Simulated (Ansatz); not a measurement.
The input, for Ansatz 0.2.0:

```yaml
crystal:
  periodic: [false, false, false]
  atoms:
    - {symbol: H, position_ang: [-2.738293, 0.054876, 0.000000]}
    - {symbol: H, position_ang: [-1.344293, 0.054876, 0.000000]}
    - {symbol: Si, position_ang: [0.095707, 0.054876, 0.000000]}
    - {symbol: H, position_ang: [0.707888, -0.819409, 1.090012]}
    - {symbol: H, position_ang: [0.707888, -0.819409, -1.090012]}
basis:
  gaussian: {orbitals: aug-cc-pVDZ}
correlation: {active_space: {ras: {orbitals: [4, 0, 54], electrons: 8, max_holes: 2, max_particles: 2}, fixed_orbitals: true}}
```

```sh
$ ansatz run in.yaml --threads 1 --pin off --events-out ev --progress --plain --max-ram 2393MiB
```

**Question.** Roughly how long does this take on 1 thread of Arm Neoverse V1, shared host, and how much host memory?

**Answer.** 1.4 s wall and 0.14 GiB.

```
614 factors; integrals over basis functions are off by at most 1.3e-3 eV
mean field evaluation 1: about -7918.7198 eV, gradient 8.5e0 eV
mean field evaluation 2: about -7918.7199 eV, gradient 8.5e0 eV
mean field evaluation 4: about -7919.2287 eV, gradient 5.5e-1 eV
mean field evaluation 8: about -7919.2320 eV, gradient 6.1e-4 eV
mean field -7919.23199176 eV, -291.0264078489 hartree, gradient 2.4e-6 eV, S^2 0.000000; 0 other end points of the search recorded, 0 dependent functions left out
reference -7919.23199176 eV, -291.0264078489 hartree; 9, 9 occupied and 54, 54 virtual orbitals, 614 factors
state -7924.25678165 eV, -291.2110654715 hartree
Total energy: -7924.25678165 eV, -291.2110654715 hartree
```

Natural occupations: 1.9730 1.9625 1.9624 1.7603 0.2262 0.0218 0.0155 0.0139 0.0093 0.0075 0.0072 0.0059 0.0059 0.0038 0.0034 0.0032 0.0027 0.0026 0.0019 0.0019 0.0015 0.0011 0.0010 0.0008.
